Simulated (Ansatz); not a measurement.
# C3H6O2: the cost of one run

Method: the levels named in each step, in Ansatz 0.2.0.

### 1 The starting structure

Bond lengths: C1–C2 1.522 Å, C2–O3 1.434 Å, O3–C4 1.319 Å, C4–O5 1.195 Å, C1–H6 1.086 Å, C1–H7 1.087 Å, C1–H8 1.087 Å, C2–H9 1.092 Å, C2–H10 1.095 Å, C4–H11 1.104 Å. Angles (14 of 16 angles, heavy atoms first): C1–C2–O3 111.1°, C2–O3–C4 117.1°, O3–C4–O5 127.2°, C1–C2–H9 111.3°, C1–C2–H10 110.3°, O3–C2–H9 105.2°, O3–C2–H10 108.8°, C2–C1–H6 109.6°, C2–C1–H7 110.0°, C2–C1–H8 110.4°, O3–C4–H11 108.6°, O5–C4–H11 124.2°, H9–C2–H10 110.1°, H6–C1–H7 108.8°.

As a file:

```xyz
11

C    -1.8502    0.4067    0.2920
C    -0.9314   -0.5615   -0.4383
O     0.2508    0.1015   -0.9071
C     1.2487    0.2246   -0.0533
O     1.2902   -0.1755    1.0723
H    -2.7470   -0.1152    0.6130
H    -1.3453    0.8088    1.1672
H    -2.1312    1.2281   -0.3627
H    -1.4087   -0.9619   -1.3348
H    -0.6361   -1.3793    0.2271
H     2.0737    0.7622   -0.5523
```

### 2 A rough first relaxation, PBE-D4/def2-SVP

This run stands in another session on the same molecule. It ended at:

```xyz
11

C    -1.8549    0.4042    0.2936
C    -0.9352   -0.5638   -0.4325
O     0.2522    0.1028   -0.9305
C     1.2731    0.2323   -0.0598
O     1.2919   -0.1568    1.0869
H    -2.7914   -0.1119    0.5872
H    -1.3725    0.7873    1.2139
H    -2.1222    1.2625   -0.3546
H    -1.4169   -0.9846   -1.3367
H    -0.6251   -1.3936    0.2352
H     2.1144    0.7600   -0.5797
```

### 3 Relaxation, PBE0-D4/def2-TZVPP

This run stands in another session on the same molecule. It ended at:

```xyz
11

C    -1.8411    0.4027    0.2928
C    -0.9324   -0.5608   -0.4295
O     0.2461    0.1003   -0.9213
C     1.2519    0.2303   -0.0622
O     1.2708   -0.1543    1.0711
H    -2.7566   -0.1108    0.5930
H    -1.3594    0.7912    1.1900
H    -2.1143    1.2380   -0.3535
H    -1.4079   -0.9673   -1.3213
H    -0.6278   -1.3807    0.2217
H     2.0841    0.7499   -0.5576
```

### 4 Frequencies, PBE0-D4/def2-TZVPP

input.yaml reads:

```yaml
crystal:
  periodic: [false, false, false]
  atoms:
    - { symbol: C, position_ang: [-1.84108533, 0.40268528, 0.29282118] }
    - { symbol: C, position_ang: [-0.93238918, -0.56082315, -0.42953082] }
    - { symbol: O, position_ang: [0.24613169, 0.10031382, -0.92132412] }
    - { symbol: C, position_ang: [1.25188092, 0.23027974, -0.06221947] }
    - { symbol: O, position_ang: [1.27084342, -0.15425449, 1.07106209] }
    - { symbol: H, position_ang: [-2.75657992, -0.11078674, 0.59296988] }
    - { symbol: H, position_ang: [-1.35937402, 0.79115539, 1.19000226] }
    - { symbol: H, position_ang: [-2.11434869, 1.23798468, -0.35350012] }
    - { symbol: H, position_ang: [-1.40789559, -0.9672926, -1.32134536] }
    - { symbol: H, position_ang: [-0.62784056, -1.38068746, 0.22168634] }
    - { symbol: H, position_ang: [2.08412728, 0.74988553, -0.55762183] }
basis:
  gaussian: { orbitals: def2-TZVPP }
hamiltonian:
  xc: pbe0
  dispersion: d4
phonons: {}
```

On the command line:

```console
$ ansatz run input.yaml --threads 4 --pin off --max-ram 10240MiB --backend cpu --events-out ev --progress --plain --runs-dir out
```

Q: Estimate wall time and peak memory on 4 threads of Arm Neoverse V2, shared host.

About 2 min, with a peak of 0.66 GiB.
